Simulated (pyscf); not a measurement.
PySCF, gas phase, ωB97X-D3(BJ)/def2-SVP geometries.

Question: H₂C=O (SMILES C=O) + H₂ (SMILES [H][H]) -> :HC–OH (SMILES [CH]O) [singlet] + H₂ (SMILES [H][H])
Surface: singlet. Broken: C–H, H–H. Formed: H–O, H–H. Give ΔE‡ and ΔE from ωB97X-D3(BJ)/def2-TZVP, relative to the separated reactants.

Answer: ΔE‡ = 279.1 kJ/mol, ΔE = +217.4 kJ/mol. ωB97M-D3(BJ)/def2-TZVP gives 271.6 kJ/mol and +212.3 kJ/mol. Zero-point energy shifts the barrier by +9.0 kJ/mol. It is a concerted two-bond exchange, with an imaginary mode of 1647i cm⁻¹. One saddle was located; it need not be the lowest between these sides.
